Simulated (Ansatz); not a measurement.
Species: CH₂O₂, charge 0, triplet. This triplet is an excited state, 4.5 eV above the singlet at CCSD(T)/cc-pVQZ (Ansatz, a first-principles code). CH2O2 (parent SMILES O=CO, triplet).
B3LYP-D3(BJ)/def2-TZVP minimum from Ansatz:
```
C
O 1 1.3356
O 1 1.3803 2 111.19
H 3 0.9727 1 110.34 2 -31.57
H 1 1.0996 2 113.04 3 -134.05
```
Charge 0, spin multiplicity 3.

Total energies in aug-cc-pVDZ, 18 correlated electrons, 3 frozen orbitals. UHF or UKS for unpaired electrons; spin-orbit terms are left out. Cores are frozen in correlated methods. No relativity. The spin of CH2O2 (parent SMILES O=CO, triplet) was assumed, and the state is the lowest solution found for it.

```
method    program  energy (Eh)  minus CCSDT(Q) (mEh)
--------  -------  -----------  --------------------
HF         Ansatz   -188.68294                514.88
MP2        Ansatz   -189.14995                 47.87
CCSD       Ansatz   -189.18019                 17.63
CCSD(T)    Ansatz   -189.19548                  2.34
CCSDT(Q)   Ansatz   -189.19782                  0.00
```

Rough core times of Ansatz's runs on a shared machine: CCSD(T) 30 s, CCSDT(Q) 90 min.
